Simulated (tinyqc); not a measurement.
Extended Hueckel theory, for N2+, step by step. The parameters take no account of the charge, which enters only through the electron count. One step of it, computed by the program tinyqc.

Question. Wolfsberg-Helmholz matrix. H_ij = K' S_ij (H_ii + H_jj)/2 for i != j (the diagonal keeps H_ii), with K' = 1.5.

overlap S:
```
,1N 2s,1N 2px,1N 2py,1N 2pz,2N 2s,2N 2px,2N 2py,2N 2pz
1N 2s,1.000000,0.000000,0.000000,0.000000,0.368659,0.000000,0.000000,-0.386603
1N 2px,0.000000,1.000000,0.000000,0.000000,0.000000,0.213730,0.000000,0.000000
1N 2py,0.000000,0.000000,1.000000,0.000000,0.000000,0.000000,0.213730,0.000000
1N 2pz,0.000000,0.000000,0.000000,1.000000,0.386603,0.000000,0.000000,-0.332313
2N 2s,0.368659,0.000000,0.000000,0.386603,1.000000,0.000000,0.000000,0.000000
2N 2px,0.000000,0.213730,0.000000,0.000000,0.000000,1.000000,0.000000,0.000000
2N 2py,0.000000,0.000000,0.213730,0.000000,0.000000,0.000000,1.000000,0.000000
2N 2pz,-0.386603,0.000000,0.000000,-0.332313,0.000000,0.000000,0.000000,1.000000
```

diagonal H_ii (eV): 1N 2s -26.000000, 1N 2px -13.400000, 1N 2py -13.400000, 1N 2pz -13.400000, 2N 2s -26.000000, 2N 2px -13.400000, 2N 2py -13.400000, 2N 2pz -13.400000

K = 1.500000

Give: H.

Answer.

H (eV):
```
,1N 2s,1N 2px,1N 2py,1N 2pz,2N 2s,2N 2px,2N 2py,2N 2pz
1N 2s,-26.000,0.000,0.000,0.000,-14.378,0.000,0.000,11.424
1N 2px,0.000,-13.400,0.000,0.000,0.000,-4.296,0.000,0.000
1N 2py,0.000,0.000,-13.400,0.000,0.000,0.000,-4.296,0.000
1N 2pz,0.000,0.000,0.000,-13.400,-11.424,0.000,0.000,6.679
2N 2s,-14.378,0.000,0.000,-11.424,-26.000,0.000,0.000,0.000
2N 2px,0.000,-4.296,0.000,0.000,0.000,-13.400,0.000,0.000
2N 2py,0.000,0.000,-4.296,0.000,0.000,0.000,-13.400,0.000
2N 2pz,11.424,0.000,0.000,6.679,0.000,0.000,0.000,-13.400
```
